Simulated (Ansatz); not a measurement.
The input, for Ansatz 0.2.0:

```yaml
crystal:
  periodic: [false, false, false]
  atoms:
    - {symbol: As, position_ang: [0.000000, 0.000000, 1.872650]}
    - {symbol: Na, position_ang: [0.000000, 0.000000, -7.450435]}
    - {symbol: H, position_ang: [0.000000, 0.000000, 5.577784]}
basis:
  gaussian: {orbitals: 6-31G}
magnetization: {spin_polarized: false, initial_magnetization: 3}
correlation: {method: fci, electrons: outside_noble_gas}
```

```sh
$ ansatz run in.yaml --threads 1 --pin off --events-out ev --progress --plain --max-ram 2393MiB
```

(1) Roughly how long does this take on 1 thread of Arm Neoverse V1, shared host, and how much host memory?

```
669 factors; integrals over basis functions are off by at most 7.1e-8 eV
mean field evaluation 1: about -65198.3092 eV, gradient 7.2e0 eV
mean field evaluation 2: about -65198.3110 eV, gradient 7.2e0 eV
mean field evaluation 4: about -65196.4999 eV, gradient 1.6e1 eV
mean field evaluation 8: about -65201.0563 eV, gradient 5.4e0 eV
mean field evaluation 16: about -65201.4825 eV, gradient 2.8e-6 eV
mean field evaluation 32: about -65201.5057 eV, gradient 3.3e-3 eV
mean field evaluation 64: about -65201.4825 eV, gradient 3.0e-4 eV
mean field evaluation 96: about -65201.5056 eV, gradient 2.0e-2 eV
mean field evaluation 128: about -65201.5041 eV, gradient 3.1e-2 eV
mean field evaluation 160: about -65201.4825 eV, gradient 3.0e-4 eV
mean field evaluation 192: about -65199.4796 eV, gradient 3.9e-1 eV
mean field evaluation 224: about -65201.4825 eV, gradient 1.1e-3 eV
mean field evaluation 256: about -65199.7448 eV, gradient 1.4e-1 eV
mean field -65201.50566510 eV, -2396.1111380245 hartree, gradient 7.0e-9 eV, S^2 3.750000; 17 other end points of the search recorded, 0 dependent functions left out
determinant -65201.50566510 eV, -2396.1111380245 hartree, with singles and doubles -65202.52014916 eV, -2396.1484196261 hartree
determinant -65201.48250555 eV, -2396.1102869267 hartree, with singles and doubles -65202.51580084 eV, -2396.1482598283 hartree
determinant -65201.47374673 eV, -2396.1099650462 hartree, with singles and doubles -65202.49466020 eV, -2396.1474829242 hartree
determinant -65199.74584248 eV, -2396.0464657363 hartree, with singles and doubles -65203.15011575 eV, -2396.1715704712 hartree
determinant -65199.74577280 eV, -2396.0464631753 hartree, with singles and doubles -65203.16899036 eV, -2396.1722641004 hartree
determinant -65201.50566510 eV, -2396.1111380245 hartree, with singles and doubles -65202.52854778 eV, -2396.1487282697 hartree
determinant -65201.48250555 eV, -2396.1102869267 hartree, with singles and doubles -65202.52558616 eV, -2396.1486194323 hartree
determinant -65201.47374673 eV, -2396.1099650462 hartree, with singles and doubles -65202.49942043 eV, -2396.1476578594 hartree
determinant -65199.74584248 eV, -2396.0464657363 hartree, with singles and doubles -65203.16698149 eV, -2396.1721902756 hartree
determinant -65199.74584248 eV, -2396.0464657363 hartree, with singles and doubles -65204.43001197 eV, -2396.2186057898 hartree
determinant -65199.74577280 eV, -2396.0464631753 hartree, with no singles and doubles
unrestricted determinant -65203.87937796 eV, -2396.1983703632 hartree, S^2 4.7503
19 core orbitals not correlated: weight in the atoms' cores, before any rotation towards them, 1.000 or more for the frozen orbitals, at most 0.000 for the correlated occupied ones
reference -65201.50566510 eV, -2396.1111380245 hartree; 5, 2 occupied and 20, 23 virtual orbitals, 669 factors
state -65204.44006300 eV, -2396.2189751584 hartree
19 core orbitals not correlated: weight in the atoms' cores, before any rotation towards them, 1.000 or more for the frozen orbitals, at most 0.000 for the correlated occupied ones
state -65204.44506303 eV, -2396.2191589062 hartree
Total energy: -65204.44506303 eV, -2396.2191589062 hartree
```

Answers

(1) 5.7 min wall and 0.96 GiB.
